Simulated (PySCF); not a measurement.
## Atomic charges by several schemes

Compound: C4H12N2.
Cartesian coordinates in Å at the GFN2-xTB level; atoms count from 1:
```xyz
18
C4H12N2 angstrom
C      2.080   -0.052    0.704
C      1.292   -0.399   -0.553
C      0.010    0.425   -0.659
N     -0.852    0.266    0.506
C     -1.490   -1.033    0.562
N     -1.855    1.264    0.588
H      1.464   -0.219    1.582
H      2.974   -0.666    0.775
H      2.378    0.994    0.689
H      1.899   -0.198   -1.439
H      1.051   -1.463   -0.555
H     -0.524    0.161   -1.592
H      0.284    1.485   -0.716
H     -0.738   -1.799    0.729
H     -2.182   -1.026    1.401
H     -2.048   -1.269   -0.357
H     -2.340    1.393   -0.307
H     -1.412    2.143    0.839
```

Density: PBE0/pcSseg-1 (PySCF); schemes: Mulliken, IAO, Hirshfeld and ESP-fitted. The structure is a single GFN2-xTB conformer in the gas phase; no vibrational or solvent corrections.

Problem. Tabulate the Mulliken, IAO, Hirshfeld and ESP-fitted charges.

Solution. In e:

```
atom                   environment  Mulliken     IAO  Hirshfeld  ESP-fitted
  C1                 methyl carbon    -0.267  -0.419     -0.123      -0.223
  C2              chain CH2 carbon    -0.275  -0.252     -0.069      +0.152
  C3  sp3 carbon bound to nitrogen    -0.049  -0.155     -0.033      -0.233
  N4            hydrazine nitrogen    -0.479  -0.165     -0.051      +0.072
  C5               N-methyl carbon    -0.075  -0.304     -0.081      -0.414
  N6            hydrazine nitrogen    -0.260  -0.479     -0.190      -0.816
  H7               methyl hydrogen    +0.127  +0.150     +0.033      +0.033
  H8               methyl hydrogen    +0.111  +0.137     +0.038      +0.053
  H9               methyl hydrogen    +0.101  +0.133     +0.036      +0.058
 H10            methylene hydrogen    +0.118  +0.135     +0.040      -0.003
 H11            methylene hydrogen    +0.117  +0.128     +0.035      -0.001
 H12            methylene hydrogen    +0.088  +0.094     +0.019      +0.057
 H13            methylene hydrogen    +0.101  +0.129     +0.034      +0.108
 H14               methyl hydrogen    +0.115  +0.139     +0.042      +0.154
 H15               methyl hydrogen    +0.124  +0.163     +0.042      +0.164
 H16               methyl hydrogen    +0.071  +0.100     +0.024      +0.140
 H17                  N–H hydrogen    +0.154  +0.213     +0.095      +0.350
 H18                  N–H hydrogen    +0.180  +0.252     +0.110      +0.349
```

Mean size of the charges over all atoms: IAO 0.197 e, ESP-fitted 0.188 e, Mulliken 0.156 e, Hirshfeld 0.061 e. Each set sums to the total charge, 0, to within 0.001 e. The Hirshfeld scheme weights the molecular density at each point by an atom's share of the summed free-atom densities. The Mulliken scheme counts on each atom the diagonal of the density matrix times the overlap matrix over that atom's basis functions.

Lowest charge. The schemes don't all agree: Mulliken N4 (-0.479); IAO N6 (-0.479); Hirshfeld N6 (-0.190); ESP-fitted N6 (-0.816).

Highest charge. All schemes pick atoms of one kind: Mulliken H18 (+0.180); IAO H18 (+0.252); Hirshfeld H18 (+0.110); ESP-fitted H17 (+0.350).

Problem. Sum the charges by element.

Solution. 
| element | atoms | Mulliken | IAO | Hirshfeld | ESP-fitted |
| --- | --- | --- | --- | --- | --- |
| C | 4 | -0.666 | -1.130 | -0.306 | -0.717 |
| N | 2 | -0.739 | -0.644 | -0.241 | -0.744 |
| H | 12 | +1.405 | +1.774 | +0.547 | +1.461 |

Problem. How closely do the schemes follow one another over all atoms?

Solution. Correlation coefficient and root-mean-square difference: IAO with Hirshfeld 0.98, 0.151 e; Hirshfeld with ESP-fitted 0.85, 0.209 e; Mulliken with IAO 0.85, 0.118 e; Mulliken with Hirshfeld 0.82, 0.132 e; IAO with ESP-fitted 0.79, 0.164 e; Mulliken with ESP-fitted 0.48, 0.243 e.
